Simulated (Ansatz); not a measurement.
Input file:

```yaml
crystal:
  periodic: [false, false, false]
  atoms:
    - {symbol: N, position_ang: [0.000000, 0.000000, 0.728687]}
    - {symbol: C, position_ang: [0.000000, 0.000000, -0.645313]}
    - {symbol: H, position_ang: [0.000000, -0.937350, -1.218242]}
    - {symbol: H, position_ang: [0.000000, 0.937349, -1.218242]}
basis:
  gaussian: {orbitals: cc-pVDZ}
magnetization: {spin_polarized: true, initial_magnetization: 1}
hamiltonian: {xc: {name: PBE-QIDH}}
correlation: {electrons: outside_noble_gas}
```

```sh
$ ansatz run in.yaml --threads 1 --pin off --events-out ev --progress --plain --max-ram 2393MiB
```

Log:

```
354 factors; integrals over basis functions are off by at most 9.4e-4 eV
mean field evaluation 1: about -2548.9660 eV, gradient 1.2e1 eV
mean field evaluation 2: about -2548.9665 eV, gradient 1.2e1 eV
mean field evaluation 4: about -2549.9590 eV, gradient 3.1e0 eV
mean field evaluation 8: about -2550.0863 eV, gradient 6.1e-1 eV
mean field evaluation 16: about -2550.1645 eV, gradient 4.0e-4 eV
mean field evaluation 32: about -2543.8785 eV, gradient 1.2e1 eV
mean field -2550.16451439 eV, -93.7168173403 hartree, gradient 1.8e-6 eV, S^2 1.025403; 1 other end points of the search recorded, 0 dependent functions left out
2 core orbitals not correlated: weight in the atoms' cores, before any rotation towards them, 1.000 or more for the frozen orbitals, at most 0.000 for the correlated occupied ones
reference -2550.16452030 eV, -93.7168175575 hartree; 6, 5 occupied and 30, 31 virtual orbitals, 354 factors
second order -7.75580308 eV of doubles, -0.00000000 eV of singles
Total energy: -2552.74978800 eV, -93.8118243929 hartree
```

Ran on 1 thread of Intel Xeon 6975P-C, shared host: 0.94 s wall, 0.16 GiB peak host memory.
